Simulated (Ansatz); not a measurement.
Reactions of `CC1=NCO1`.

Calculated with Ansatz (gas phase, PBE0-D4/def2-TZVP geometries, no zero-point term in ΔE). CCSD(T)/CBS adds triple-zeta CCSD(T) − MP2 to the extrapolated MP2 energy (def2 sets, frozen cores). This one scheme is used for every species, atoms too. Functionals use def2-TZVPP. Open shells (•) are unrestricted, without spin–orbit coupling. Spin–orbit coupling would lower the free atoms: a little for C, O. One conformer a species, not always the lowest.

```csv
reaction,CCSD(T)/CBS(def2) (kcal/mol)
`CC1=NCO1` → `COC=C=N`,?
`CC1=NCO1` → 3 C• + 5 H• + N• + O•,986.7
`CC1=NCO1` → `CC(N)=C=O`,-0.8
`CC1=NCO1` → `NC1=COC1`,20.7
```

(1) Fill in the missing values. (Estimate.)

Largest T1 diagnostic: 0.015, for `CC(N)=C=O`.

## Answers

(1) Ansatz gave: `CC1=NCO1` → `COC=C=N`: +25.1 kcal/mol.
